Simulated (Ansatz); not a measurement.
Task: a single point in a Gaussian basis of C2H6N, SMILES [CH2]NC, with Ansatz's Python interface. Give the script and its output. Level of theory: PBE, def2-TZVPP basis, multiplicity 2.

```xyz
9

C    -0.5959    0.6176   -0.9924
N    -0.3394    0.4618    0.4171
C     0.4100   -0.7423    0.6264
H    -0.7435   -0.1694   -1.6719
H    -0.7839    1.6577   -1.4156
H     0.1244    1.2892    0.8355
H    -0.0655   -1.6328    0.2984
H     1.4531   -0.6765    0.1309
H     0.6291   -0.8516    1.7545
```

Script `energy.py`:
```python
# -*- coding: utf-8 -*-
"""Single point of C2H6N in a Gaussian basis."""

from pathlib import Path
import json
import logging
import sys

import ansatz as az

logging.basicConfig(stream=sys.stdout, format="%(name)s: %(message)s")
log = logging.getLogger("run")
log.setLevel(logging.INFO)


def main():
    geometry = (
        az.Crystal.molecule()
        .atom("C", [-0.5959, 0.6176, -0.9924])
        .atom("N", [-0.3394, 0.4618, 0.4171])
        .atom("C", [0.41, -0.7423, 0.6264])
        .atom("H", [-0.7435, -0.1694, -1.6719])
        .atom("H", [-0.7839, 1.6577, -1.4156])
        .atom("H", [0.1244, 1.2892, 0.8355])
        .atom("H", [-0.0655, -1.6328, 0.2984])
        .atom("H", [1.4531, -0.6765, 0.1309])
        .atom("H", [0.6291, -0.8516, 1.7545])
    )

    setup = (
        geometry.calculation()
        .basis(gaussian="def2-TZVPP")
        .functional("pbe")
        .spin("collinear", total=1)
        .accuracy("high")
        .orbitals()
    )
    print(setup.to_yaml())
    res = setup.run(threads=1, runs_dir="out")
    data = res.report

    log.info(f"E = {data['free_energy_ev']:.6f} eV = {data['free_energy_ev'] / 27.211386246:.7f} Ha")
    print("converged:", data["converged"], " doubts:", data["published_state_doubts"] or "none")

    field = data["mean_field"]
    print("<S^2> =", round(abs(field["state"]["spin_squared"]), 4), " relativity:", field["relativity"])
    print("passes:", field["passes"])
    if "symmetry" in field:
        print("occupied orbitals by irrep:", field["symmetry"]["occupied"])

    lines = Path(data["orbitals_path"]).read_text().splitlines()
    field_of = lambda key: [line.split("=")[1].strip() for line in lines if line.startswith(key)]
    orbitals = [(27.211386 * float(e), s, float(n)) for e, s, n in zip(field_of("Ene="), field_of("Spin="), field_of("Occup="))]
    homo = max(e for e, _, n in orbitals if n > 0.5)
    lumo = min(e for e, _, n in orbitals if n < 0.5)
    log.info(f"HOMO {homo:.3f} eV, LUMO {lumo:.3f} eV, gap {lumo - homo:.3f} eV")
    with open("c2h6n.json", "w") as handle:
        json.dump({k: data[k] for k in ("free_energy_ev", "reference_energy_ev", "n_occupied", "n_virtual")}, handle, indent=1)


if __name__ == "__main__":
    main()
```

Output of `python energy.py`:
```text
crystal:
  periodic: [false, false, false]
  atoms:
    - { symbol: C, position_ang: [-0.5959, 0.6176, -0.9924] }
    - { symbol: "N", position_ang: [-0.3394, 0.4618, 0.4171] }
    - { symbol: C, position_ang: [0.41, -0.7423, 0.6264] }
    - { symbol: H, position_ang: [-0.7435, -0.1694, -1.6719] }
    - { symbol: H, position_ang: [-0.7839, 1.6577, -1.4156] }
    - { symbol: H, position_ang: [0.1244, 1.2892, 0.8355] }
    - { symbol: H, position_ang: [-0.0655, -1.6328, 0.2984] }
    - { symbol: H, position_ang: [1.4531, -0.6765, 0.1309] }
    - { symbol: H, position_ang: [0.6291, -0.8516, 1.7545] }
accuracy: high
basis:
  gaussian:
    orbitals: def2-TZVPP
hamiltonian:
  xc: pbe
magnetization:
  spin_polarized: true
  initial_magnetization: 1.0
output:
  orbitals: {}

run: E = -3656.251625 eV = -134.3647689 Ha
converged: True  doubts: none
<S^2> = 0.7532  relativity: none
passes: {'evaluations': 22, 'products': 13}
occupied orbitals by irrep: [{'A': 13}, {'A': 12}]
run: HOMO -3.311 eV, LUMO -1.696 eV, gap 1.615 eV
```

`c2h6n.json`, as written:
```json
{
 "free_energy_ev": -3656.251624945799,
 "reference_energy_ev": -3656.251624945799,
 "n_occupied": [
  13,
  12
 ],
 "n_virtual": [
  164,
  165
 ]
}
```

What to keep in mind:
- These settings explore the input space; basis and method may be short of convergence.
- The geometry is a force-field or estimated start, not a minimum of this method, and the basis set is short of its limit.
- The species is open-shell (spin multiplicity 2).
- Levels such as HOMO and LUMO are orbital energies: with these approximate functionals they aren't the ionisation energy and electron affinity, and their gap isn't the fundamental gap.
- Finished in 21 s on 1 thread of Intel(R) Xeon(R) Platinum 8488C (Sapphire Rapids), with other jobs on the host, peak memory 0.84 GiB.

(A comment or docstring line of the script was reworded after the run, the code is as it ran; lines on the test bed's own set-up are left out of the output.)
